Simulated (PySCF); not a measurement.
# TPSS/aug-cc-pVDZ run of SiH2O2 (SMILES O[Si]O)

What is the energy change on altering one bond length of SiH2O2 at TPSS/aug-cc-pVDZ? The job is set up through a Python script.

Program for the calculation: PySCF 2.14.0.

1 further run of the same task is left out (set aside as unsound or not needed).

**1. The system as given**

SiH2O2 has 5 atoms, charge 0, and is taken as a singlet. SMILES: `O[Si]O`. The coordinates come from a PBE0-D4/def2-TZVP relaxation. This is one conformer, not always the lowest.

Bond lengths: O1–Si2 1.642 Å, Si2–O3 1.663 Å, O1–H4 0.964 Å, O3–H5 0.960 Å. Angles: O1–Si2–O3 99.4°, Si2–O1–H4 117.5°, Si2–O3–H5 116.1°.

**2. A single-point energy at TPSS/aug-cc-pVDZ**

input.py

```python
# O[Si]O
from pyscf import gto, dft

mol = gto.M(
    atom='''
O       -1.443200      -0.105600      -0.275000
Si      -0.212000      -0.791300       0.567700
O        1.036000       0.187500       0.068600
H       -1.231900       0.648900      -0.836100
H        1.901100      -0.013100       0.433400
''',
    charge=0,
    basis='aug-cc-pvdz',
    max_memory=1860,
    spin=0,
    verbose=3,
)

mf = dft.RKS(mol)
mf.xc = 'tpss'
mf.conv_tol = 1e-10
mf.grids.level = 5
mf.kernel()
if not mf.converged:
    mf = mf.newton().run(mf.mo_coeff, mf.mo_occ)

energy = mf.e_tot
print(f'total energy: {energy:.8f} hartree')
```

Run with:

```bash
$ OMP_NUM_THREADS=1 python input.py
```

Log:

```text
converged SCF energy = -441.256916880641
total energy: -441.25691688 hartree
```

It took 27 s on 1 thread of Intel Xeon at 2.70GHz, shared host; peak memory 0.5 GiB.

**3. The distorted shape at the same level**

run.py

```python
from pyscf import gto, dft

system = gto.M(
    atom='''
O       -1.875757      -0.005298      -0.457403
Si      -0.644557      -0.690998       0.385297
O        0.603443       0.287802      -0.113803
H       -1.664457       0.749202      -1.018503
H        1.901100      -0.013100       0.433400
''',
    verbose=3,
    charge=0,
    basis='aug-cc-pvdz',
    max_memory=1860,
    spin=0,
)

calc0 = dft.RKS(system)
calc0.xc = 'tpss'
calc0.conv_tol = 1e-10
calc0.grids.level = 5
calc0.kernel()
if not calc0.converged:
    calc0 = calc0.newton().run(calc0.mo_coeff, calc0.mo_occ)

etot = calc0.e_tot
print('E = %.10f Eh' % etot)
```

Run with:

```bash
$ OMP_NUM_THREADS=1 python run.py
```

Log:

```text
converged SCF energy = -441.178243792171
E = -441.1782437922 Eh
```

Wall time 24 s (1 thread of Intel Xeon at 2.70GHz, shared host); peak memory 0.5 GiB.

**4. Summary of results**

Level: TPSS/aug-cc-pVDZ.

| quantity | value |
| --- | --- |
| first shape: total energy | -441.25692 Eh |
| first shape: dipole moment | 1.81 D |
| first shape: HOMO energy | -6.16 eV |
| first shape: LUMO energy | -2.00 eV |
| first shape: HOMO–LUMO gap | 4.16 eV |
| distorted shape: total energy | -441.17824 Eh |
| distorted shape: dipole moment | 2.09 D |
| distorted shape: HOMO energy | -6.00 eV |
| distorted shape: LUMO energy | -3.46 eV |
| distorted shape: HOMO–LUMO gap | 2.55 eV |
| energy change with the O3–H5 bond stretched from 0.960 to 1.440 Å | 2.141 eV |

One bond (distorted shape) is far stretched, which a spin-restricted single reference describes badly; a broken-symmetry solution may lie lower. With the O3–H5 bond stretched from 0.960 to 1.440 Å the energy rises by 2.14 eV (207 kJ/mol). The first shape isn't relaxed at this level, so the change isn't measured from a minimum. A restricted reference can't describe the breaking bond well at this length. Mulliken charges (first shape) run from -0.51 on O3 to +0.74 on Si2; in a basis this large or diffuse they mean little. Mulliken charges (distorted shape) run from -0.70 on O3 to +0.71 on Si2; in a basis this large or diffuse they mean little.
